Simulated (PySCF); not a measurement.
Bond length, frequency and bond energy of F2 by level of theory

State: ¹Σg⁺ (singlet), closed shell. Set-up: F def2-TZVPPD; no relativity (PySCF 2.14). De refers to F + F in their high-spin ground configurations, without counterpoise correction.

| Level | Re (Å) | ωe (cm⁻¹) | De (eV) | CPU s a point (SCF and correlation, without the integrals) |
| --- | --- | --- | --- | --- |
| RHF | 1.328 | 1268 | -1.45 | 0.27 |
| RHF-MP2 | 1.400 | 1003 | 1.75 | 0.42 |
| RHF-SCS-MP2 | 1.411 | 960 | 1.60 | n/a |
| RHF-CCSD | 1.396 | 1007 | 1.23 | n/a |
| RHF-CCSD(T) | 1.418 | 913 | 1.52 | 7.5 |
| PBE | 1.413 | 995 | 2.28 | 0.7 |
| PBEsol | 1.397 | 1034 | 2.69 | 0.5 |
| PW91 | 1.413 | 997 | 2.30 | 0.46 |
| TPSS | 1.415 | 1004 | 1.98 | 0.99 |
| r²SCAN | 1.398 | 1046 | 1.67 | 0.92 |
| r²SCANh | 1.386 | 1080 | 1.42 | 1.2 |
| PBE0 | 1.375 | 1099 | 1.51 | 2 |
| BHandHLYP | 1.360 | 1155 | 0.69 | 0.72 |
| ωB97X-V | 1.379 | 1108 | 1.62 | 4.6 |

Question: Which functional lies closest to RHF-CCSD(T) in De, which farthest, and by how much do they differ from it?

Answer: Closest is PBE0 (-4.3 pm in Re, +20.4 % in ωe, -0.01 eV in De against RHF-CCSD(T) in the same basis), farthest PBEsol (-2.1 pm in Re, +13.3 % in ωe, +1.17 eV in De). CCSD(T) converges more slowly with the basis than the functionals do and binds too weakly in this one, so the order can change at the basis-set limit.

Question: What does a quarter of exact exchange do here, going from PBE to PBE0?

Answer: PBE0 less PBE: -3.8 pm in Re, +10.5 % in ωe, -0.77 eV in De. Exact exchange removes part of the self-interaction that spreads semilocal densities, and in most molecules shortens and stiffens the bond and lowers De; so it does here.

Question: What does the step from GGA to meta-GGA do here, going from PBE to r²SCAN?

Answer: r²SCAN less PBE: -1.5 pm in Re, +5.1 % in ωe, -0.61 eV in De. 

Correlated steps freeze 2 core orbitals. Where the molecule has an RHF reference, its open-shell atoms are computed with UHF. A negative De means that the minimum lies above the separated atoms at that level.

The whole job (state search and all levels along the bond) took about 4 min on 1 thread of Intel Xeon Platinum 8488C (shared host), peak memory 1.7 GiB.
